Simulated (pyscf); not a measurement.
Structures and frequencies: ωB97X-D3(BJ)/def2-SVP in PySCF.

Question: For O=MoH(=O)–OH + HCl → O=Mo(=O)(OH)–Cl + H₂, a four-centre exchange (singlet surface; H–Mo, Cl–H broken, Cl–Mo, H–H formed), PBE/def2-TZVP gives ΔE‡ = 6.0 kcal/mol and ΔE = -28.3 kcal/mol (zero: the separated reactants). In which direction and how far do B3LYP-D3(BJ)/def2-TZVP, M06-2X/def2-TZVP, ωB97M-D3(BJ)/def2-TZVP move these?

Answer: B3LYP-D3(BJ): ΔE‡ = 10.0 kcal/mol, ΔE = -28.1 kcal/mol; M06-2X: ΔE‡ = 12.9 kcal/mol, ΔE = -27.3 kcal/mol; ωB97M-D3(BJ): ΔE‡ = 13.9 kcal/mol, ΔE = -24.5 kcal/mol. PBE's barrier lies under all of them, by 4.0 to 7.9 kcal/mol. Its reaction energy matches one of them and lies within 3.8 kcal/mol of the others. Low barriers are usual for a GGA, whose delocalisation error favours stretched bonds. On the reactant side the descent ends in a complex (not fully relaxed), 5.1 kcal/mol under the separated species and 14.6 kcal/mol under the saddle at ωB97X-D3(BJ)/def2-TZVP. At ωB97X-D3(BJ)/def2-TZVP the barrier from the zero used here is 9.5 kcal/mol. One saddle was located; it need not be the lowest between these sides. Elements past Kr carry the def2 core potentials, without spin-orbit coupling.
